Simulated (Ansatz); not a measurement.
Results of PBE (PAW; Ansatz, a quantum-chemistry and plane-wave program) for rhombohedral A7 Sb.

Numerical settings: plane-wave cutoff 520 eV, 18×18×18 k mesh, Fermi–Dirac smearing 0.075 eV (set by the program), scalar-relativistic PAW data made under PBE.

Computed at the level's own relaxed cell.

```xyz
2
Lattice="2.1872 1.2628 3.8449 -2.1872 1.2628 3.8449 0.0000 -2.5255 3.8449" Properties=species:S:1:pos:R:3 pbc="T T T"
Sb     0.0000     0.0000     8.8496
Sb     0.0000     0.0000     2.6851
```

Question: Give the elastic tensor (Voigt notation, GPa, ions relaxed, in the Cartesian axes of the cell as printed).

Answer: 
```
   83.8    25.3    19.6   -15.5     0.0     0.0
   25.3    83.8    19.6    15.5     0.0     0.0
   19.6    19.6    33.2     0.0     0.0     0.0
  -15.5    15.5     0.0    26.5     0.0     0.0
    0.0     0.0     0.0     0.0    26.5   -15.5
    0.0     0.0     0.0     0.0   -15.5    29.3
```

Note: the cell comes from a level without a dispersion term, which matters for the spacing of layers, chains or molecules.
